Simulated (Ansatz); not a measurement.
Saddle point of CH₆AlN, singlet (CH₃N ([CH2][NH]) + AlH₃ → CH₆AlN ([CH3][NH][AlH2]); bonds formed: H2–C6; dative contacts that become bonds: Al1–N5; bonds broken: Al1–H2), PBE0-D4/def2-TZVP structure:

```
9
angstrom
Al -0.9875 -0.0185 -0.6936
H -0.6107 -1.3439 0.2484
H -0.8217 -0.2940 -2.2449
H -2.1374 0.8010 0.0353
N 0.6233 0.9416 0.0559
C 1.0146 -0.2285 0.4821
H 0.3328 1.5486 0.8176
H 1.1388 -0.4849 1.5343
H 1.4478 -0.9213 -0.2351
```

Energies are electronic, without zero-point energy. Barriers and step energies count from the start structure reached by relaxing down the imaginary mode; all methods use the PBE0-D4 structures, on which another method's saddle can fall below an end. Ansatz 0.2.0; basis: def2-TZVPP, with def2-QZVPP for the basis limit; cores frozen in the correlated methods. B3LYP uses VWN-RPA correlation. Extrapolation: Hartree–Fock as exp(−7.88 √X), correlation as X^−2.97.

```tsv
method	barrier (kcal/mol)	step energy (kcal/mol)
SPW92	11.44	-26.83
PBE-D4	13.92	-23.41
BLYP-D4	16.99	-21.10
r2SCAN-D4	?	-23.82
B97M-V	18.05	-20.40
PBE0-D4	16.02	-24.98
B3LYP-D4	18.45	-22.70
r2SCAN0-D4	16.45	-25.17
BHLYP-D4	21.01	-23.67
CAM-B3LYP-D4	19.85	-23.93
wB97X-V	19.16	-23.89
wB97M-V	?	-23.65
B2PLYP	19.41	-23.51
PBE-QIDH	18.20	-25.98
RPA on PBE	?	-21.90
HF	26.26	-19.97
MP2	20.16	-25.47
CCSD	21.71	-22.73
CCSD(T)	20.49	-22.25
```

Q: Fill in the withheld barriers. (Judge from chemistry; the value comes from the calculation.)

A: Computed: RPA on PBE 19.22; wB97M-V 18.62; r2SCAN-D4 14.74 kcal/mol. Each is the energy of the saddle less that of the start structure, by the same method.

For comparison, the barrier by CCSD(T) at an estimated basis limit (MP2 extrapolated from triple and quadruple zeta, plus CCSD(T) − MP2 in triple zeta) is 20.07 kcal/mol.

No T1 diagnostic of these runs exceeds 0.018.

Labels in which every atom is bracketed show which atoms are joined, not bond orders.

For scale, one of the runs: CCSD(T)/def2-TZVPP, 188 basis functions, launched by `ansatz run in.yaml --threads 2 --pin off --events-out ev --progress --plain --max-ram 4352MiB`. Hardware: 2 CPU threads of an Intel Xeon 6975P-C, shared host. Wall time 14 s; peak host memory 2 GiB.
